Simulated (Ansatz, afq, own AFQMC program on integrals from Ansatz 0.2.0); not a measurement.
AFQMC on a folder of integrals that Ansatz 0.2.0 wrote.

```yaml
crystal:
  periodic: [false, false, false]
  atoms:
    - {symbol: Si, position_ang: [-1.171874, 0.006317, 0.021992]}
    - {symbol: Al, position_ang: [1.416563, -0.007636, -0.026584]}
    - {symbol: H, position_ang: [-1.748562, 1.388936, 0.007564]}
    - {symbol: H, position_ang: [-1.736469, -0.658410, 1.240098]}
    - {symbol: H, position_ang: [-1.781536, -0.702136, -1.148828]}
basis:
  gaussian: {orbitals: cc-pVTZ}
total_charge: 1
magnetization: {spin_polarized: true, initial_magnetization: 1}
correlation: {method: ccsd_t, electrons: outside_noble_gas, hamiltonian_folder: ham}
```

```sh
$ ansatz run in.yaml --threads 1 --pin off --events-out ev --progress --plain --max-ram 16896MiB --backend cuda --devices 0, --max-vram 18GiB
```

afq runs on the folder ham with

```
--method phaseless --trial hf --walkers 400 --populations 10 --least-time 40 --time-step 0.005 --steps-per-block 20 --equilibration-blocks 112 --max-blocks 4000 --target-error 0.0009000 --factor-cut 1e-05 --start spin_pure --seed 9844 --taylor-order 6
```

Times are imaginary, in 1/Eh. The walk had a cap of 83 s. With eight or more populations the least sampling time is a fifth of least-time, and the error comes from their spread.

Output of the walk:

```
orbitals 100  electrons 5 4  factors 627 of 649
reference energy -532.32891339 Eh
CCSD correlation -0.18887575 Eh in 12 cycles, weight of the determinant in the CISD state 0.8738
energy of the start -532.329364 Eh
 block  time / (1/Eh)  mean weight  energy / Eh
     1     0.100  1.0015  -532.365408
     2     0.200  1.0002  -532.391736
     3     0.300  1.0010  -532.413122
     4     0.400  1.0008  -532.425677
     5     0.500  1.0000  -532.438101
     8     0.800  1.0005  -532.465199
    11     1.100  1.0005  -532.483614
    41     4.100  1.0000  -532.518701
    71     7.100  0.9997  -532.537046
   101    10.100  1.0004  -532.517088
   131    13.100  0.9993  -532.521576
   141    14.100  0.9998  -532.510682
   161    16.100  1.0004  -532.525121
   191    19.100  1.0009  -532.521973
   221    22.100  1.0002  -532.525999
   251    25.100  1.0007  -532.529159
   281    28.100  1.0001  -532.533546
   311    31.100  0.9999  -532.542490
   341    34.100  0.9999  -532.532878
   371    37.100  1.0002  -532.527354
   401    40.100  1.0001  -532.520904
   421    42.100  1.0003  -532.517579
error from the spread of 10 populations
energy -532.524420 +/- 0.000891 Eh
(rows thinned)
```

The run passed its tests (sampling time, drift between the halves within three errors, error under three times the target), which doesn't prove that it has relaxed.

Against this walk (error 24.3 meV) on the same determinant: CCSD(T) 23.6 meV higher (within the noise), a separate phaseless walk with a CISD trial and standard settings 3.0 ± 24.6 meV higher (within the noise). The error is statistical and leaves out the bias of the constraint. None of these is a sure reference here.

Cautions: constraint bias not in the error.

The walk took 35 s on 1 × NVIDIA H100 80GB HBM3 with 2 threads of AMD EPYC 7R13 Processor (Zen 3), on a shared host (the card was shared). The log's last line is the phaseless energy.

A walk keeps the symmetry of its determinant, which the program's search chose and which needn't be the lowest solution, so a lower state of the same spin and another symmetry isn't excluded.
